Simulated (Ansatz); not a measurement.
# C3H4 (singlet): the correlation ladder, STO-3G

The task here is to estimate one member of a computed series from the others.

Computed with Ansatz 0.2.0, Gaussian basis. Level: STO-3G, core rule «outside noble gas», up to 3 orbitals frozen.

To be run: UHF; CCSD(T) on RHF; CCSD(T) on UHF; BCCD(T) on RHF; CISD; CCSDT(Q) on RHF; CCSDT(Q) on UHF; CISDTQ; CCSDTQ on RHF; CCSDTQ on UHF; CASSCF and MRCISD+Q, 8 electrons in 8 orbitals; CASSCF and NEVPT4(SD), 8 electrons in 8 orbitals; CASSCF and NEVPT2, 8 electrons in 8 orbitals; Full CI.

17 further runs of the same task are left out: 17 set aside as unsound or not needed.

### What is computed

The geometry is an MP2(full)/6-31G* stationary point (not a proven minimum).

7 atoms, charge 0, spin multiplicity 1.

Atoms are counted from 1 here; the program's logs count them from 0.

Bond lengths: C1–C2 1.505 Å, C1–C3 1.505 Å, C1–H4 1.091 Å, C1–H5 1.091 Å, C2–C3 1.301 Å, C2–H6 1.078 Å, C3–H7 1.078 Å. Angles: C2–C1–C3 51.2°, C2–C1–H4 119.6°, C2–C1–H5 119.6°, C3–C1–H4 119.6°, C3–C1–H5 119.6°, H4–C1–H5 113.5°, C1–C2–C3 64.4°, C1–C2–H6 145.6°, C3–C2–H6 150.0°, C1–C3–C2 64.4°, C1–C3–H7 145.6°, C2–C3–H7 150.0°.

Set-up of the first run:

File in.yaml:

```yaml
crystal:
  periodic: [false, false, false]
  atoms:
    - {symbol: C, position_ang: [0.000000, 0.000000, 0.879033]}
    - {symbol: C, position_ang: [0.000000, -0.650545, -0.478068]}
    - {symbol: C, position_ang: [0.000000, 0.650545, -0.478068]}
    - {symbol: H, position_ang: [0.912438, 0.000000, 1.477121]}
    - {symbol: H, position_ang: [-0.912438, 0.000000, 1.477121]}
    - {symbol: H, position_ang: [0.000000, -1.584098, -1.017735]}
    - {symbol: H, position_ang: [0.000000, 1.584098, -1.017735]}
basis:
  gaussian: {orbitals: STO-3G}
magnetization: {spin_polarized: true, initial_magnetization: 0}
hamiltonian: {xc: hf}
output: {orbitals: {seedname: orbitals}}
```

Started as:

```
$ ansatz run in.yaml --threads 1 --pin off --events-out ev --progress --plain --max-ram 4160MiB --backend cpu
```

Steps of the session up to this table: UHF; CCSD(T) on RHF; CCSD(T) on UHF; BCCD(T) on RHF; CISD; CCSDT(Q) on RHF; CCSDT(Q) on UHF; CISDTQ; CCSDTQ on RHF; CCSDTQ on UHF; CASSCF and MRCISD+Q, 8 electrons in 8 orbitals; CASSCF and NEVPT4(SD), 8 electrons in 8 orbitals; CASSCF and NEVPT2, 8 electrons in 8 orbitals; Full CI.

One table of the session follows, with a row left open; its other results are not shown here.

It belongs to the step «Misses and costs». 

```
             method  from FCI (kJ/mol)
                RHF             +598.7
                UHF             +591.6
               RMP2             +123.1
               CISD              +63.1
              RCCSD               +9.0
           RCCSD(T)               +3.6
            BCCD(T)               +3.6
             RCCSDT               +2.7
             CISDTQ               +3.7
          RCCSDT(Q)               +0.3
            RCCSDTQ                  ?
    CASSCF frontier             +264.0
    NEVPT2 frontier              +80.9
NEVPT4(SD) frontier              +11.4
    MRCISD frontier              +12.1
  MRCISD+Q frontier               -1.0
                FCI                  0
```

Q: Estimate the row for RCCSDTQ from the others.

As computed: from FCI (kJ/mol): +0.1. In the column «from FCI (kJ/mol)» it lies between FCI (0) and RCCSDT(Q) (+0.3).

Limits of these values: MRCISD+Q frontier falls below full CI: the +Q correction isn't variational, and the cores differ from full CI's.
